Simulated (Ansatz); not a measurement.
A structure relaxed at PBE0-D4/def2-TZVP, charge 0, multiplicity 2:

```json
{"atom": "C1", "x (Å)": "-0.4789", "y (Å)": "0.4954", "z (Å)": "0.1851"}
{"atom": "B2", "x (Å)": "0.5770", "y (Å)": "-0.6008", "z (Å)": "-0.2496"}
{"atom": "O3", "x (Å)": "0.7860", "y (Å)": "-0.9944", "z (Å)": "-1.4603"}
{"atom": "H4", "x (Å)": "-1.0312", "y (Å)": "0.9005", "z (Å)": "-0.6614"}
{"atom": "H5", "x (Å)": "0.0459", "y (Å)": "1.3021", "z (Å)": "0.7032"}
{"atom": "H6", "x (Å)": "-1.1749", "y (Å)": "0.0482", "z (Å)": "0.8995"}
{"atom": "H7", "x (Å)": "1.2761", "y (Å)": "-1.1509", "z (Å)": "0.5835"}
```

Q: Give its formula and SMILES.

A: CH4BO, `CB[O]`.

Q: Point group (tolerance 0.08 Å, 0.16 Å for H)?

A: Cs.

Q: Summarise the bond lengths by kind.

A: 1 × B–C 1.583 Å; 3 × C–H 1.089 to 1.093 Å; 1 × B–O 1.290 Å; 1 × B–H 1.219 Å.

Program: Ansatz 0.2.0.
